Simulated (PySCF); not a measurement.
## Rotational lines of AlH

Lines J+1 ← J of the vibrational ground state, computed from PBE0 constants of AlH, ¹Σ⁺ (singlet), closed shell (PySCF, no relativity, basis sets Al def2-TZVP, H def2-TZVP; masses 26.9815 and 1.0078 u), in MHz:

```
J  ν (MHz)
2  1109616
3  1478276
4  1845897
5  2212219
6  2576983
```

Q: Find B0 and the effective bond length r0; with αe = 0.172 cm⁻¹, find Re.

A: ν = 2B0(J+1) − 4D(J+1)³ gives B0 = 6.1753 cm⁻¹. With the reduced mass μred = 0.97154 u, r0 = √(16.8576/(μred·B0)) (u, cm⁻¹, Å) = 1.6763 Å. Be = B0 + αe/2 = 6.2613 cm⁻¹ gives Re = 1.665 Å.
